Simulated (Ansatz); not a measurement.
Input file:

```yaml
crystal:
  periodic: [false, false, false]
  atoms:
    - {symbol: Cl, position_ang: [0.000000, -0.454110, 2.387882]}
    - {symbol: Al, position_ang: [0.000000, 0.897734, 0.768882]}
    - {symbol: Ga, position_ang: [0.000000, -0.152166, -1.525692]}
    - {symbol: H, position_ang: [0.000000, 2.467172, 0.964970]}
basis:
  gaussian: {orbitals: cc-pVDZ}
magnetization: {spin_polarized: false, initial_magnetization: 4}
correlation: {active_space: {ras: {orbitals: [5, 4, 35], electrons: 14, max_holes: 2, max_particles: 2}, fixed_orbitals: true}}
scf: {lower_state_search: off}
output: {forces: true}
```

```sh
$ ansatz run in.yaml --threads 1 --pin off --events-out ev --progress --plain --max-ram 2393MiB
```

The program prints:

```
these checks for a lower state are left out or cut short: starts, cluster_reference, orbital_swaps, neighbouring_geometries, increment
742 factors; integrals over basis functions are off by at most 8.6e-4 eV
mean field evaluation 1: about -71430.2747 eV, gradient 1.0e1 eV
mean field evaluation 2: about -71430.2800 eV, gradient 1.0e1 eV
mean field evaluation 4: about -71432.3831 eV, gradient 3.9e0 eV
mean field evaluation 8: about -71433.4196 eV, gradient 1.1e0 eV
mean field -71433.46957949 eV, -2625.1315877015 hartree, gradient 2.6e-6 eV, S^2 6.000000; 0 other end points of the search recorded, 0 dependent functions left out
reference -71433.46957949 eV, -2625.1315877015 hartree; 33, 29 occupied and 35, 39 virtual orbitals, 742 factors
state -71439.19429376 eV, -2625.3419670705 hartree
the calculation of the forces begins
mean field evaluation 16: about -71433.4616 eV, gradient 3.5e-2 eV
Total energy: -71439.19429376 eV, -2625.3419670705 hartree
Atom 0 at     0.000000    -0.454110     2.387882 Å, force     0.000000    -0.155740     0.290763 eV/Å
Atom 1 at     0.000000     0.897734     0.768882 Å, force    -0.000000     0.390175     0.402831 eV/Å
Atom 2 at     0.000000    -0.152166    -1.525692 Å, force     0.000000    -0.182781    -0.625636 eV/Å
Atom 3 at     0.000000     2.467172     0.964970 Å, force    -0.000000    -0.051655    -0.067958 eV/Å
Dipole moment:     0.000000     0.211798    -0.047861 e Å
Checks for a lower state left out: starts, cluster_reference, orbital_swaps, neighbouring_geometries, increment
```

Forces (eV/Å):
```
Cl   0.000 -0.156  0.291
Al   0.000  0.390  0.403
Ga   0.000 -0.183 -0.626
H    0.000 -0.052 -0.068
```

Ran on 1 thread of Intel Xeon, shared host: 59 s wall, 0.27 GiB peak host memory.
